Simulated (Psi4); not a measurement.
# One shape, several levels: CH6N+ (methanamine, conjugate acid)

Aim: a comparison of 6 runs (HF/3-21G, XLYP/STO-6G, B3LYP/6-31G*, PBE0/def2-SVP, MP2/6-31+G*) of CH6N+ (methanamine, conjugate acid). 

The results are computed with Psi4 1.11.

7 further runs of the same task are left out: 1 that didn't finish, 6 set aside as unsound or not needed.

### 1 The structure to begin with

CH6N+ has 8 atoms, charge +1, and is taken as a singlet. As SMILES, `C[NH3+]`. The shape is that of a PBE0-D4/def2-TZVP optimisation.

Bond lengths: C1–N2 1.497 Å, C1–H3 1.087 Å, C1–H4 1.088 Å, C1–H5 1.087 Å, N2–H6 1.023 Å, N2–H7 1.023 Å, N2–H8 1.023 Å. Some angles: C1–N2–H6 111.4°, C1–N2–H7 111.4°, C1–N2–H8 111.4°, N2–C1–H3 108.5°, N2–C1–H4 108.5°, N2–C1–H5 108.5°, H6–N2–H7 107.4°, H6–N2–H8 107.4°, H7–N2–H8 107.4°, H3–C1–H4 110.4°.

### 2 Energy and forces at HF/3-21G (run 1)

The input, run.py:

```python
import psi4

psi4.set_memory(1600000000)
psi4.set_num_threads(1)
psi4.set_output_file('ch6n.out', False)

geom = psi4.geometry("""
1 1
C     -0.42537735     0.55368975    -1.25364431
N      0.41328310    -0.53781606     1.21792849
H     -0.07747877    -0.83299128    -2.72989836
H     -2.43169958     0.98152375    -1.12967828
H      0.65308935     2.26634854    -1.60910180
H      0.12377706     0.70165531     2.67188377
H      2.29582827    -0.97377587     1.19487383
H     -0.55142208    -2.15863415     1.63782563
units au
symmetry c1
no_reorient
no_com
""")

psi4.set_options(dict(basis='3-21G', puream=True, e_convergence=1e-09, d_convergence=1e-08, scf_type='pk'))

e, wfn = psi4.gradient('hf', return_wfn=True)
psi4.oeprop(wfn, 'DIPOLE', 'LOWDIN_CHARGES', 'MULLIKEN_CHARGES', title='HF')
print('gradient / Eh bohr^-1')
print(e.np.round(6))
print(f'energy = {wfn.energy():.10f} Eh')
for k, v in sorted(psi4.core.scalar_variables().items()):
    print(f'{k:45s} {v:18.10f}')
```

On the command line:

```console
$ python run.py
```

ch6n.out:

```text
[...]
  Running in c1 symmetry.
[...]
  Nuclear repulsion =   47.967518301689267
[...]
  Multiplicity = 1
[...]
  Nalpha       = 9
  Nbeta        = 9
[...]
    Number of basis functions: 30
[...]
   @RHF iter   1:   -95.02130277926153   -1.59225e-01   7.43105e-03 ADIIS/DIIS
[...]
   @RHF iter  10:   -95.05804970653740   -9.94760e-14   1.21079e-09 DIIS
[...]
    Orbital Energies [Eh]
    ---------------------
    Doubly Occupied:
       1A    -15.847250     2A    -11.439117     3A     -1.536928
       4A     -1.181648     5A     -0.993724     6A     -0.993691
       7A     -0.872181     8A     -0.782002     9A     -0.781941
[...]
  @RHF Final Energy:   -95.05804970653740
   => Energetics <=
    Nuclear Repulsion Energy =             47.9675183016892674
    One-Electron Energy =                -217.1941704268246269
    Two-Electron Energy =                  74.1686024185979562
    Total Energy =                        -95.0580497065374033
[...]
  -Total Gradient:
     Atom            X                  Y                   Z
    ------   -----------------  -----------------  -----------------
       1        0.008393385104    -0.010752336448     0.024454149457
       2       -0.008407769970     0.010843933163    -0.024555984521
       3        0.001390453293    -0.005037981222    -0.004471877226
       4       -0.006739056428     0.001198653694     0.001031293249
       5        0.003889175106     0.005581906332    -0.000608970278
       6       -0.000181218567     0.001388478410     0.002491543823
       7        0.002735070315    -0.000833734639     0.000536794547
       8       -0.001080038854    -0.002388919291     0.001123050949
[...]
 Multipole Moments:
 ------------------------------------------------------------------------------------
     Multipole            Electronic (a.u.)      Nuclear  (a.u.)        Total (a.u.)
 ------------------------------------------------------------------------------------
 L = 1.  Multiply by 2.5417464519 to convert [e a0] to [Debye]
 Dipole X            :         -0.0748335            0.3528119            0.2779783
 Dipole Y            :          0.0967909           -0.4584476           -0.3616567
 Dipole Z            :         -0.2205606            1.0395384            0.8189777
 Magnitude           :                                                    0.9374391
[...]
  Mulliken Charges: (a.u.)
   Center  Symbol    Alpha    Beta     Spin     Total
       1     C     3.22415  3.22415  0.00000 -0.44831
       2     N     3.92211  3.92211  0.00000 -0.84422
       3     H     0.34472  0.34472  0.00000  0.31056
       4     H     0.34473  0.34473  0.00000  0.31054
       5     H     0.34471  0.34471  0.00000  0.31057
       6     H     0.27319  0.27319  0.00000  0.45362
       7     H     0.27319  0.27319  0.00000  0.45361
       8     H     0.27319  0.27319  0.00000  0.45362
   Total alpha =  9.00000, Total beta =  9.00000, Total charge =  1.00000
[...]
```

On the terminal:

```text
gradient / Eh bohr^-1
[[ 0.008393 -0.010752  0.024454]
 [-0.008408  0.010844 -0.024556]
 [ 0.00139  -0.005038 -0.004472]
 [-0.006739  0.001199  0.001031]
 [ 0.003889  0.005582 -0.000609]
 [-0.000181  0.001388  0.002492]
 [ 0.002735 -0.000834  0.000537]
 [-0.00108  -0.002389  0.001123]]
energy = -95.0580497065 Eh
CURRENT ENERGY                                    -95.0580497065
CURRENT REFERENCE ENERGY                          -95.0580497065
DD SOLVATION ENERGY                                 0.0000000000
HF KINETIC ENERGY                                  94.7164651328
HF POTENTIAL ENERGY                              -189.7745148394
HF TOTAL ENERGY                                   -95.0580497065
HF VIRIAL RATIO                                     2.0036063906
NUCLEAR REPULSION ENERGY                           47.9675183017
ONE-ELECTRON ENERGY                              -217.1941704268
PCM POLARIZATION ENERGY                             0.0000000000
PE ENERGY                                           0.0000000000
SCF ITERATION ENERGY                              -95.0580497065
SCF ITERATIONS                                     10.0000000000
SCF TOTAL ENERGY                                  -95.0580497065
TWO-ELECTRON ENERGY                                74.1686024186
```

It took 1.3 s on 1 thread of Intel Xeon 6975P-C (Granite Rapids), shared host; peak memory 0.18 GiB.

### 3 The energy at XLYP/STO-6G (sfX2C, density fitting) (run 2)

The input, input.inp:

```
memory 1600 mb

molecule mol {
  1 1
  C
  N 1 1.497058
  H 1 1.087487 2 108.48527
  H 1 1.087551 3 110.43011 2 -118.76609
  H 1 1.08741 3 110.44299 4 -122.45429
  H 2 1.022571 1 111.43576 5 59.97716
  H 2 1.022637 6 107.43492 1 122.32759
  H 2 1.022562 6 107.44058 7 115.33634
}

set basis STO-6G
set reference rks
set relativistic x2c

E, wfn = energy("xlyp", return_wfn=True)
print_variables()
```

On the command line:

```console
$ psi4 -n 1 input.inp input.out
```

input.out:

```text
[...]
  Running in c1 symmetry.
[...]
  Nuclear repulsion =   47.967515028754981
[...]
  Multiplicity = 1
[...]
  Nalpha       = 9
  Nbeta        = 9
[...]
    Number of basis functions: 16
[...]
    WARNING: The X2C and Dirac Hamiltonians have substatially different eigenvalues!
             This is probably caused by the recontraction of the basis set.
[...]
   @DF-RKS iter   1:   -95.99612653544081   -7.97604e-01   1.37285e-02 ADIIS/DIIS
[...]
   @DF-RKS iter   6:   -96.02631171893788   -2.86050e-08   7.24124e-07 DIIS
[...]
    Orbital Energies [Eh]
    ---------------------
    Doubly Occupied:
       1A    -14.525811     2A    -10.225384     3A     -1.161674
       4A     -0.870723     5A     -0.766035     6A     -0.766008
       7A     -0.660659     8A     -0.575277     9A     -0.575228
[...]
  @DF-RKS Final Energy:   -96.02631171893788
   => Energetics <=
    Nuclear Repulsion Energy =             47.9675150287549812
    One-Electron Energy =                -217.4677586355720109
    Two-Electron Energy =                  87.7223137669103750
    DFT Exchange-Correlation Energy =     -14.2483818790312160
    Empirical Dispersion Energy =           0.0000000000000000
    VV10 Nonlocal Energy =                  0.0000000000000000
    Total Energy =                        -96.0263117189378761
[...]
 Multipole Moments:
 ------------------------------------------------------------------------------------
     Multipole            Electronic (a.u.)      Nuclear  (a.u.)        Total (a.u.)
 ------------------------------------------------------------------------------------
 L = 1.  Multiply by 2.5417464519 to convert [e a0] to [Debye]
 Dipole X            :         -0.0001406            0.0001089           -0.0000316
 Dipole Y            :         -0.0000572            0.0000897            0.0000325
 Dipole Z            :          1.1942340           -0.1992351            0.9949989
 Magnitude           :                                                    0.9949989
[...]
```

Run time: 2.6 s. Hardware: 1 thread of Intel Xeon 6975P-C (Granite Rapids), shared host; peak memory 0.29 GiB.

Runs 3 to 5 aren't shown in full; the table further down has their settings and results.

### 4 A single-point energy at MP2/6-31+G(d) (density fitting for correlation, Cartesian functions, IEF-PCM carbon tetrachloride) (run 6)

The input, calc.inp:

```
memory 1.6 GB

molecule system {
  1 1
  C     -0.42537735     0.55368975    -1.25364431
  N      0.41328310    -0.53781606     1.21792849
  H     -0.07747877    -0.83299128    -2.72989836
  H     -2.43169958     0.98152375    -1.12967828
  H      0.65308935     2.26634854    -1.60910180
  H      0.12377706     0.70165531     2.67188377
  H      2.29582827    -0.97377587     1.19487383
  H     -0.55142208    -2.15863415     1.63782563
  units bohr
  symmetry c1
}

set globals {
  scf_type    pk
  freeze_core true
  mp2_type    df
  pcm         true
}

pcm = {
  Units = Angstrom
  Medium {
    SolverType = IEFPCM
    Solvent = CCl4
  }
  Cavity {
    Type = GePol
    RadiiSet = UFF
    Scaling = False
    Area = 0.5
    Mode = Implicit
  }
}

energy("mp2/6-31+G*")
print_variables()
```

On the command line:

```console
$ psi4 -i calc.inp -o calc.out -n 1
```

calc.out:

```text
[...]
  Running in c1 symmetry.
[...]
  Nuclear repulsion =   47.967518301689267
[...]
  Multiplicity = 1
[...]
  Nalpha       = 9
  Nbeta        = 9
[...]
    Number of basis functions: 50
[...]
   @RHF iter   1:   -95.58047790658266   -1.72709e-01   5.66292e-03 ADIIS/DIIS
[...]
   @RHF iter  10:   -95.63621704804866   -1.30740e-12   3.03591e-09 DIIS
[...]
    Orbital Energies [Eh]
    ---------------------
    Doubly Occupied:
       1A    -15.796227     2A    -11.378919     3A     -1.409719
       4A     -1.062201     5A     -0.867899     6A     -0.867825
       7A     -0.752377     8A     -0.668030     9A     -0.667986
[...]
  @RHF Final Energy:   -95.63621704804866
   => Energetics <=
    Nuclear Repulsion Energy =             47.9675183016892674
    One-Electron Energy =                -217.9437161019551468
    Two-Electron Energy =                  74.4028284394218531
    PCM Polarization Energy =              -0.0628476872046433
    Total Energy =                        -95.6362170480486640
[...]
 Multipole Moments:
 ------------------------------------------------------------------------------------
     Multipole            Electronic (a.u.)      Nuclear  (a.u.)        Total (a.u.)
 ------------------------------------------------------------------------------------
 L = 1.  Multiply by 2.5417464519 to convert [e a0] to [Debye]
 Dipole X            :          0.3445881           -0.0591378            0.2854503
 Dipole Y            :         -0.4481707            0.0767526           -0.3714181
 Dipole Z            :          1.0139967           -0.1740875            0.8399091
 Magnitude           :                                                    0.9617072
[...]
```

On the terminal:

```text
Absolute value of the relative difference between the Gauss' theorem (-10.4722) and computed (-10.5775) values of the total nuclear ASC higher than threshold (0.0100602).
Consider changing the average area of the cavity finite elements.
Normally an error, this has been commuted to a warning via patch.
Please report this issue:

Absolute value of the relative difference between the Gauss' theorem (-10.4722) and computed (-10.5775) values of the total nuclear ASC higher than threshold (0.0100602).
Consider changing the average area of the cavity finite elements.
Normally an error, this has been commuted to a warning via patch.
Please report this issue:
```

It took 2.4 s on 1 thread of Intel Xeon 6975P-C (Granite Rapids), shared host; peak memory 0.2 GiB.

### 5 Overview of the runs

| run | level | task | integrals | energy (Eh) | HOMO energy (eV) | LUMO energy (eV) | HOMO–LUMO gap (eV) | wall time |
| --- | --- | --- | --- | --- | --- | --- | --- | --- |
| 1 | HF/3-21G | gradient | pk | -95.058050 | -21.28 | -0.28 | 21.00 | 1.3 s |
| 2 | XLYP/STO-6G (sfX2C, density fitting) | energy | df | -96.026312 | -15.65 | -1.65 | 14.00 | 2.6 s |
| 3 | B3LYP/6-31G* (spherical functions) | energy | pk | -96.212792 | -17.11 | -5.06 | 12.05 | 6 s |
| 4 | B3LYP/6-31G* (Cartesian functions) | energy | pk | -96.214590 | -17.11 | -5.07 | 12.04 | 6.3 s |
| 5 | PBE0/def2-SVP | gradient | pk | -96.027938 | -17.35 | -4.94 | 12.42 | 11 s |
| 6 | MP2/6-31+G* (density fitting for correlation, Cartesian functions, IEF-PCM carbon tetrachloride) | energy | pk | -95.932586 | -18.18 | -0.28 | 17.89 | 2.4 s |

### 6 Summary of results

| quantity | value |
| --- | --- |
| run 6: total energy | -95.93259 Eh |
| run 6: HOMO energy (Hartree–Fock orbitals) | -18.18 eV |
| run 6: LUMO energy (Hartree–Fock orbitals) | -0.28 eV |
| run 6: HOMO–LUMO gap (Hartree–Fock orbitals) | 17.89 eV |
| run 6: correlation energy (2 core orbitals frozen) | -296.4 mEh |
| run 6: solvent term in the energy | -165.0 kJ/mol |

Over runs 1, 2, 3, 4, 5 the HOMO–LUMO gap runs from 12.04 eV (B3LYP/6-31G*) to 21.00 eV (HF/3-21G). The two ends differ in method and basis. Totals of different functionals can't be ranked against each other. In run 2 the basis is minimal, so the values are rough. All runs together took 29 s, the longest 11 s.
